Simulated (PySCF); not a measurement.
## Which basis set comes closest?

Molecule: Cyclopropylamine (SMILES NC1CC1).

Numbering as in the mapped SMILES `[NH2:1][CH:2]1[CH2:3][CH2:4]1`. Hydrogens are named by the atom that carries them. Ha(C3), Ha(C4) are cis to N1 on the ring; Hb(C3), Hb(C4) are trans to N1 on the ring.

Geometry PBE0-D3(BJ)/def2-SVP throughout; GIAO in PySCF 2.14.0 with density-fitted response routines, gas phase, one conformer, non-relativistic; equivalent atoms averaged; functional PBE0.

Reference values (measured; solution, not stated per compound (mostly CDCl3 or CCl4); Pretsch, Buehlmann, Badertscher, Structure Determination of Organic Compounds, 4th ed. (2009)): δ(C2) = 24.0 ppm, δ(C3/C4) = 7.4 ppm, δ(H(C2)) = 2.23 ppm. Computed shifts are taken against TMS, calculated as an isolated molecule at each level.

Q: How do the basis sets STO-3G, 6-31G, pcSseg-0, 6-31G*, def2-SVP, cc-pVDZ, pcSseg-1, 6-311+G(2d,p), aug-cc-pVDZ, def2-TZVP, IGLO-III, cc-pVTZ, pcSseg-2 perform against the reference? Times are CPU seconds on 1 thread of an Arm Neoverse V1, shared host.

A: 
```csv
basis set,functions,C2,C3/C4,H(C2),mean abs. error C,abs. error H,core-s
STO-3G,27,32.0,15.2,1.44,7.9,0.79,1.6
6-31G,50,25.4,11.1,2.28,2.5,0.05,3.1
pcSseg-0,50,28.1,11.4,2.11,4.1,0.12,2.8
6-31G*,70,25.8,9.9,2.18,2.2,0.05,3.9
def2-SVP,91,25.2,9.1,1.87,1.4,0.36,4.7
cc-pVDZ,91,27.1,10.6,1.95,3.2,0.28,5.1
pcSseg-1,103,27.1,10.0,2.03,2.9,0.20,8.5
"6-311+G(2d,p)",150,27.0,10.1,2.12,2.8,0.11,9.1
aug-cc-pVDZ,155,26.0,10.4,2.16,2.5,0.07,9.9
def2-TZVP,166,27.4,9.7,2.15,2.8,0.08,11
IGLO-III,210,27.6,10.4,2.12,3.3,0.11,14
cc-pVTZ,218,27.5,10.0,2.10,3.0,0.13,16
pcSseg-2,242,28.3,10.8,2.14,3.9,0.09,21
```

For ¹³C the closest is def2-SVP (1.4 ppm) and the furthest STO-3G (7.9 ppm).

For ¹H the closest is 6-31G (0.05 ppm, with 6-31G*, aug-cc-pVDZ practically level) and the furthest STO-3G (0.79 ppm). Where a smaller basis beats a larger one, errors probably cancel; the largest sets show where the functional converges. One molecule is a small sample, and vibrational and solvent effects are absent from the calculation.

A small basis that lands close on one nucleus may do so by chance; judge by the trend and by all nuclei.
